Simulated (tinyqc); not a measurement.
Inside a calculation. Method: RKS/exchange-only LDA in the sto-6g basis, for LiH, spin multiplicity 1. One step of it, computed by the program tinyqc.

Task: Iteration 1: diagonalisation and new density. Diagonalise F' = X^T F X, C = X C', fill 2 alpha and 2 beta electrons from the bottom; D = 2 C_occ C_occ^T. Each column has its largest component positive (the first on a tie).

Kohn-Sham matrix F (hartree), lower triangle:
```
            1Li 1s     1Li 2s    1Li 2px    1Li 2py    1Li 2pz      2H 1s
1Li 1s   -3.445953
1Li 2s   -0.721892  -0.403506
1Li 2px   0.000000   0.000000  -0.186742
1Li 2py   0.000000   0.000000   0.004650  -0.177670
1Li 2pz  -0.001504  -0.020635   0.000000   0.000000  -0.205504
2H 1s    -0.042846  -0.101736   0.000000   0.000000  -0.122342  -0.072370
```

X, lower triangle:
```
            1Li 1s     1Li 2s   1Li 2px   1Li 2py    1Li 2pz     2H 1s
1Li 1s    1.022267
1Li 2s   -0.125646   1.046309
1Li 2px   0.000000   0.000000  1.000000
1Li 2py   0.000000   0.000000  0.000000  1.000000
1Li 2pz  -0.004913   0.034702  0.000000  0.000000   1.048993
2H 1s     0.016481  -0.133738  0.000000  0.000000  -0.189666  1.072635
```

Give: F' = X^T F X; orbital energies; coefficients C; D after iteration 1.

Result:

F' = X^T F X (hartree), lower triangle:
```
        1       2       3       4       5       6
1  -3.423
2  -0.285  -0.281
3   0.000   0.000  -0.187
4   0.000   0.000   0.005  -0.178
5  -0.001  -0.004   0.000   0.000  -0.181
6   0.002  -0.063   0.000   0.000  -0.088  -0.019
```

orbital energies (hartree): MO1 -3.449, MO2 -0.280, MO3 -0.206, MO4 -0.189, MO5 -0.176, MO6 0.031

coefficients C:
```
            MO1     MO2     MO3     MO4    MO5     MO6
1Li 1s    1.007  -0.190   0.089   0.000  0.000   0.058
1Li 2s   -0.031   0.904  -0.443   0.000  0.000  -0.338
1Li 2px   0.000   0.000   0.000   0.921  0.388   0.000
1Li 2py   0.000   0.000   0.000  -0.388  0.921   0.000
1Li 2pz  -0.002   0.309   0.845   0.000  0.000  -0.572
2H 1s     0.006   0.166   0.181   0.000  0.000   1.070
```

D after iteration 1, lower triangle:
```
         1Li 1s  1Li 2s  1Li 2px  1Li 2py  1Li 2pz  2H 1s
1Li 1s    2.100
1Li 2s   -0.406   1.638
1Li 2px   0.000   0.000    0.000
1Li 2py   0.000   0.000    0.000    0.000
1Li 2pz  -0.120   0.560    0.000    0.000    0.191
2H 1s    -0.052   0.300    0.000    0.000    0.103  0.055
```
